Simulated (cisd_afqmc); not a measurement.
Input (AFQMC/CISD/cc-pVDZ; cisd_afqmc is a phaseless AFQMC code with CISD trial states that reads the integrals written by Ansatz):

Ansatz 0.2 input:
```python
import cisd_afqmc

open("ham.yaml", "w").write("""\
crystal:
  periodic: [false, false, false]
  atoms:
    - {symbol: C, position_ang: [-0.62506249, 0.09868167, 0.06335550]}
    - {symbol: F, position_ang: [0.74037567, -0.11688673, -0.07504349]}
    - {symbol: H, position_ang: [-0.89947162, -0.04282710, 1.10961518]}
    - {symbol: H, position_ang: [-0.85396320, 1.11823461, -0.24985477]}
    - {symbol: H, position_ang: [-1.15957127, -0.61551701, -0.56450199]}
basis:
  gaussian:
    orbitals: cc-pVDZ
magnetization: {spin_polarized: false}
correlation: {method: ccsd, electrons: outside_noble_gas, hamiltonian_folder: ham}
""")
rep = cisd_afqmc.ansatz("ham.yaml")
e_ccsd = rep["correlation"]["coupled_cluster"]["energy"]["hartree"]
out = cisd_afqmc.run("ham", e_ccsd, trial="CISD", walkers=200, populations=8, threads=8, dt=0.005, steps=40, early=24, settle=10, least=32,
    cut=5e-5, rank_cut=2e-4, target=0.0004, seconds=1500, seed=1, memory=17280, gpu=False)
```

Output:

```
orbitals 41, occupied [7], factors 230 of 386, rank of the doubles 116 of 238
E(HF) = -139.044746
E(CCSD) on the cut factors = -139.400583, shift to the whole factors -0.000011
Energy of the trial state on the determinant = -139.400547
  tau behind 7.2 of longer steps, mean of the populations' last blocks
   2.0  -139.40810
   4.0  -139.40701
   6.0  -139.40755
   8.0  -139.40845
blocks 270 (0 outliers left out), error by blocks joined: 1: 0.00016, 2: 0.00018, 4: 0.00020, 8: 0.00020, 16: 0.00017
E(AFQMC/CISD) = -139.40780 +/- 0.00020
```

The two halves of the walk average -139.40738 and -139.40821 Eh, farther apart than the printed bar allows, so the bar may be too narrow.
